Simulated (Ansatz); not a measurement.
Reaction (SMILES): [Si-]#[O+] (O-Si) → OSi+ (doublet, bonded as [O+]#[Si-]) + e-
B3LYP-D3(BJ)/def2-TZVP geometries, fixed; electronic energies without zero-point terms.

Core correlation in the adiabatic ionisation energy at CCSD(T) with Ansatz (a first-principles code), in eV: frozen core against 1s of Al to Cl frozen alone. The T1 diagnostic of CCSD is high for at least one species. Open shells are unrestricted.

```
basis        functions, most  frozen core  1s of Al to Cl frozen alone  core term (second minus first)
-----------  ---------------  -----------  ---------------------------  ------------------------------
cc-pV(D+d)Z               37       11.224                       11.223                          -0.001
cc-pCVDZ                  45       11.185                       11.184                          -0.001
cc-pV(T+d)Z               69       11.467                       11.469                           0.003
cc-pwCVTZ                102       11.477                       11.494                           0.018
cc-pCVTZ                 102       11.465                       11.477                           0.012
cc-pV(Q+d)Z              119       11.563                       11.570                           0.007
```

The largest core-valence set, cc-pCVTZ, gives a core term of 0.012 eV; the valence set cc-pV(Q+d)Z, which lacks functions for the core, gives 0.007.
